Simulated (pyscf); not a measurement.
PySCF, gas phase, ωB97X-D3(BJ)/def2-SVP geometries. Correlated levels are frozen-core, on RHF or UHF. ΔMP2 is the change of the MP2 total energy from the triple- to the quadruple-zeta basis.

**Question.** acetylene (HC≡CH) + hydrogen bromide (HBr) → H₂C=CH–Br
Surface: singlet. Broken: Br–H. Formed: C–H, Br–C. Give ΔE‡ and ΔE from CCSD(T)/def2-TZVPP + ΔMP2(QZVPP), relative to the separated reactants.

**Answer.** ΔE‡ = 1.90 eV, ΔE = -1.40 eV. Zero-point energy shifts the barrier by -0.02 eV. It is an addition across a multiple bond or ene-type step, with an imaginary mode of 1750i cm⁻¹. This is the saddle that the search found; another between the same sides may lie lower. The CCSD(T) − MP2 part came from Ansatz, without density fitting, on the same reference. The frozen core leaves the outer d or s,p core shells of the metals and heavy elements correlated in the MP2 and CC values, and def2-TZVPP describes them poorly, which can shift differences by a few kcal/mol. Elements up to Kr have no core potential and no relativistic terms here.
